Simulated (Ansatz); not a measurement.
A made-up structure of CH$_{4}$OSi, closed shell:

```xyz
7
angstrom
C 0.3028 0.1465 0.2402
Si -1.2050 0.2511 -0.5073
O 1.3126 -1.1285 0.0895
H -1.7639 -0.7493 -1.3459
H -1.9874 1.4169 -0.2948
H 0.7130 0.8980 0.8652
H 2.1478 -1.0935 0.5570
```

It is relaxed with PBE-D4/def2-SVP and then PBE0-D4/def2-TZVP (Ansatz 0.2.0). Atoms count as bonded within 1.22 times the sum of their covalent radii (H–H: 0.88 Å). The end point is not checked to be a true minimum.

Task: Does its bonding change? (A judgement: the text doesn't fix the answer.)

Result: The calculation gives: No: no bond forms or breaks.

Where it ends: The first stage lowers the energy by 1.17 eV in 12 steps. It ends as CH₄OSi ([OH][CH][SiH2]):
| atom | x (Å) | y (Å) | z (Å) |
| --- | --- | --- | --- |
| C1 | 0.3935 | 0.0231 | 0.1990 |
| Si2 | -1.1956 | 0.1743 | -0.4592 |
| O3 | 1.2404 | -1.0273 | 0.0406 |
| H4 | -1.7855 | -0.7969 | -1.4000 |
| H5 | -1.8769 | 1.4623 | -0.2394 |
| H6 | 0.7480 | 0.8305 | 0.8397 |
| H7 | 1.9961 | -0.9248 | 0.6233 |

Labels in which every atom is bracketed show which atoms are joined, not bond orders.

For scale, one of the runs: PBE0-D4/def2-TZVP relaxation, 123 basis functions, launched by `ansatz run in.yaml --threads 2 --pin off --events-out ev --progress --plain --max-ram 4352MiB`. The run took about 21 s on 2 CPU threads of an Arm Neoverse V2 (shared host).
